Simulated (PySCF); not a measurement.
Gas-phase reaction: BF3.NH3 + 2 H2 = H2BNH2 + 3 HF

Energies from PySCF, thermal terms from the rigid-rotor harmonic-oscillator model, ideal gas at 1 bar. † marks an energy on the PBE0/def2-TZVP geometry and frequencies; other levels use their own. CCSD(T) freezes the core. All species are closed-shell singlets. B3LYP is the form with VWN-RPA correlation. Adducts (BF3.NH3) have no counterpoise correction, and HF, PBE, BLYP, B3LYP and PBE0 lack dispersion. BF3.NH3, H2BNH2: computed as isolated molecules; such fragments, hydroxides, amides, oligomers or adducts are transient or little studied in the gas. CCSD(T) isn't extrapolated to the basis-set limit; its ΔH°(298 K) is 417.5 kJ in def2-SVP and 365.7 kJ in def2-TZVPP. The harmonic model lacks anharmonicity and excited electronic states, which grow with temperature; levels with a mode under 35 cm⁻¹ are left out. Internal rotation in BF3.NH3 is treated as a harmonic vibration of one conformer, which makes the entropy rough.

| level | ΔE electronic, kJ | ΔH°(298 K), kJ | ΔS°(298 K), J/K | ΔG°(1200 K), kJ |
|---|---|---|---|---|
| B3LYP/def2-TZVP† | 360 | 372 | 187 | 159 |
| CCSD(T)/def2-TZVPP† | 353 | 366 | 187 | 153 |
| PBE/def2-SVP | 445 | 457 | 182 | 251 |
| PBE/def2-TZVP† | 358 | 370 | 187 | 158 |
| PBE0/def2-SVP† | 427 | 440 | 187 | 227 |
| ωB97M-V/def2-TZVP† | 376 | 388 | 187 | 175 |
| ωB97X-V/def2-TZVP† | 376 | 388 | 187 | 176 |
ΔH° is lowest at CCSD(T)/def2-TZVPP† and highest at PBE/def2-SVP. No reference value is set beside these.
